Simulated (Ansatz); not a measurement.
# Cl: from a trial structure to a relaxed crystal

The calculation used DFT PBEsol, scalar-relativistic, plane waves, PAW in Ansatz. Cutoff 420 eV, Γ-centred k mesh, Gaussian smearing, no spin polarisation in the final step.

The start puts Cl on the grey arsenic (A7) structure type (R-3m, No. 166), at a guessed volume.

```yaml
crystal:
  lattice:
    - [2.09969, 1.21226, 3.89362]
    - [-2.09969, 1.21226, 3.89362]
    - [0.00000, -2.42451, 3.89362]
  atoms:
    - { symbol: Cl, position: [0.22754, 0.22754, 0.22754] }
    - { symbol: Cl, position: [0.77246, 0.77246, 0.77246] }
```

Cell and atoms relax at zero pressure; the relaxation can't lower the symmetry of the start.

Energies count from the standard state of Cl at the same level (the diatomic molecule).

(1) Describe the relaxed structure.

(2) What are its volume, energy, density and gap?

## Answers

(1) It ends in Pm-3m (No. 221). The result has the simple cubic structure. Conventional cell: a = 2.784 Å. Cl is coordinated by 6 Cl at 2.78 Å.

```
Cl
1.0
     2.78395    0.00000    0.00000
     0.00000    2.78395    0.00000
     0.00000    0.00000    2.78395
Cl
1
Direct
  0.50000 0.50000 0.50000
```

(2) The volume per atom is 21.58 Å³, the density is 2.73 g/cm³ and the energy over the standard structure is 0.48 eV/atom. The gap on the 18×18×18 mesh is 0 eV (a metal).

The final run used a 18×18×18 mesh on its 2-atom cell and 0.10 eV smearing. For metals, differences of a few meV/atom aren't resolved. Symmetry constrained the relaxation, so the result can be a saddle point.